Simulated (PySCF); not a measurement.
**A small calculation by hand: entropy of an ideal gas**

Li2, SMILES [Li][Li].

Coordinates come from a PBE-D3(BJ)/def2-TZVPD optimisation.

PBE-D3(BJ)/def2-TZVPD (PySCF) gives the harmonic wavenumbers 322 cm⁻¹ and the rotational temperature 0.9271 K. The molar mass is 13.88 g/mol, the symmetry number 2, the spin multiplicity 1.

### Question
Work out the entropy at 298.15 K and 1 atm in the rigid-rotor, harmonic-oscillator model.

### Answer

Translation (Sackur–Tetrode at 1 atm): S = R[1.5 ln M + 2.5 ln T − 1.16487] = 141.6 J/(mol K).
Rotation: q = T/(σ θ) = 161, S = R[ln q + 1] = 50.6 J/(mol K).
Vibration: with u = 1.4388 ν/T, each mode gives R[u/(e^u − 1) − ln(1 − e^−u)]:
```tsv
ν (cm⁻¹)	modes	u	S (J/(mol K))
322	1	1.55	5.44
```
These are all the modes. Sum 5.4 J/(mol K).
Spin: R ln 1 = 0.0 J/(mol K).
Total 197.5 J/(mol K); the program's own thermochemistry gives 197.5. Translation makes up 72 % and vibration 3 %. Anharmonicity, hindered rotation and orbital degeneracy are left out.
